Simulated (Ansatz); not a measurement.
Reaction (substitution at a C–B bond): `BCS` + CH₃SH → `CSCS` + BH₃

Computed with Ansatz on PBE0-D4/def2-TZVP structures; ΔE is electronic, products minus reactants. CCSD(T)/CBS is the MP2 limit (def2-TZVPP, def2-QZVPP) plus CCSD(T) − MP2 in def2-TZVPP, frozen cores. This one scheme is used for every species. DFT in def2-TZVPP. B3LYP here is the variant with VWN-RPA as its local correlation; programs differ in this. One conformer a species, not always the lowest.

CCSD(T)/CBS gives +10.0 kcal/mol.

Task: Another level gave +11.3 kcal/mol. Which?
A. MP2/def2-TZVPP
B. LC-ωPBE/def2-TZVPP
C. r2SCAN0-D4/def2-TZVPP
D. B3LYP-D4/def2-TZVPP

Result: C. r2SCAN0-D4 11.3, LC-ωPBE 12.4, MP2/def2-TZVPP 9.1, B3LYP-D4 10.2 kcal/mol.

Task: What do rigid-rotor, harmonic-oscillator terms from PBE0-D4/def2-TZVP frequencies (298.15 K, 1 bar) make of the CCSD(T)/CBS value? (Estimate.)

Result: Ansatz gave: ΔZPE = +0.1 kcal/mol, ΔH = +10.2 kcal/mol, ΔS = -40 J/(mol·K), ΔG = +13.0 kcal/mol.

Largest T1 diagnostic among the species: 0.011.

In def2-TZVPP, CCSD(T) changes the Hartree–Fock value by −1.3 kcal/mol (the triples alone add −0.7 kcal/mol) and MP2 by −2.7 kcal/mol. The D4 term adds −1.9 kcal/mol with B3LYP and −1.1 kcal/mol with PBE0; it sums over pairs of atoms, weighted by their polarisabilities, and B3LYP, whose exchange is more repulsive, gets the larger term.
